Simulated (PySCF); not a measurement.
ammonia (H3N), SMILES N. Geometry: PBE0-D3(BJ)/def2-TZVPD.

Problem. Give the equilibrium geometry at PBE0-D3(BJ)/def2-TZVPD (PySCF confirms it by a frequency run) as a Z-matrix, and its point group. (An estimate is asked for; the answer gives what the named calculation found.)

Solution. point group C3v.
```
N
H 1 1.0132
H 1 1.0132 2 106.85
H 1 1.0132 2 106.85 3 114.09
```
